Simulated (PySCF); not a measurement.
Rows and methods have been separated. Pair them.

Species: PS4 (charge -3).
SMILES: `S=P([S-])([S-])[S-]`

The closed-shell ground state was solved 5 times with PySCF (density fitting, gas phase), always in the pcSseg-2 basis (215 functions), with these functionals: B97-2, BHandHLYP, CAM-B3LYP, LC-wPBE and wB97X-D. Isolated species at its PBE0-D3(BJ)/def2-SVP geometry, gas phase. Whether so highly charged an anion holds all its electrons in the gas phase wasn't checked; a finite basis holds them in any case. The ion is multiply charged and computed without counter-ions or solvent. The geometry's basis has no diffuse functions, a weakness for an anion. Where the HOMO energy is positive, the finite basis confines the outermost electrons. No diffuse functions stand in pcSseg-2, which bears on an anion's orbital energies.

```
row  total energy (Eh)  HOMO (eV)  LUMO (eV)
  P         -1934.2031       7.20      11.75
  Q         -1934.0686       5.15      13.38
  R         -1934.0592       6.02      12.72
  S         -1933.5147       4.39      13.96
  T         -1934.1380       5.75      12.83
```

Q: Which functional belongs to which row?

A: P = B97-2, Q = wB97X-D, R = BHandHLYP, S = LC-wPBE, T = CAM-B3LYP. By rising HOMO–LUMO gap: B97-2 (global hybrid, 21 % exact exchange) 4.55 eV; BHandHLYP (global hybrid, 50 % exact exchange) 6.70 eV; CAM-B3LYP (range-separated hybrid) 7.08 eV; wB97X-D (range-separated hybrid) 8.23 eV; LC-wPBE (range-separated hybrid) 9.57 eV. Total energies of different functionals aren't bounds to one another; each is stationary for its own functional.

wB97X-D is run here without its empirical dispersion term; that term would change no orbital, density or response property at a fixed geometry.
